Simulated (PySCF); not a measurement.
Computed with B3LYP-D3(BJ)/def2-TZVP // B3LYP-D3(BJ)/def2-SVP in PySCF 2.14.0. All species are isolated molecules in the gas phase. B3LYP has the VWN-RPA correlation part, as in Gaussian. Delta-SCF ions had no search for a lower state. 

Reference species (SMILES): `N` (neutral, multiplicity 1).

```json
{
  "vertical ionisation energy (Delta-SCF)": "11.03 eV"
}
```

Changed species: `CN(C)C` (free base N(CH3)3; the reference has free base NH3).

**Question.** Give the shifts of the vertical ionisation energy (Delta-SCF).

**Answer.** the vertical ionisation energy (Delta-SCF) falls by 2.74 eV, to 8.29 eV.
